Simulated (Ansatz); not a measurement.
For bcc Nb, PBEsol-D3(BJ) (Ansatz, a quantum-chemistry and plane-wave program, PAW) gives:

| Quantity | Result |
|---|---|
| lattice constant a | 3.229 Å |
| bulk modulus | 195 GPa |

Problem. What does r²SCAN+rVV10 in Ansatz (PAW) give for the same quantities?

Solution. 
- lattice constant a: 3.294 Å (rises by 2.0 %)
- bulk modulus: 176 GPa (decreases by 9.7 %)

For comparison: lattice constant a 3.294 Å (measured, static lattice: zero-point anharmonic expansion removed; as tabulated in Mejia-Rodriguez and Trickey (2018), arXiv:1807.09216); bulk modulus 173 GPa (measured, 0 K value with the zero-point phonon effect removed; as tabulated in Mejia-Rodriguez and Trickey (2018), arXiv:1807.09216).

Changes are worked out from the printed values.

Unless a cell is named, each level is at its own relaxed cell (PBEsol-D3(BJ) 16.83, r²SCAN+rVV10 17.87 Å³/atom).

Ansatz's density-functional and Hartree–Fock values are scalar-relativistic unless marked +SOC, with PAW data made under PBE.
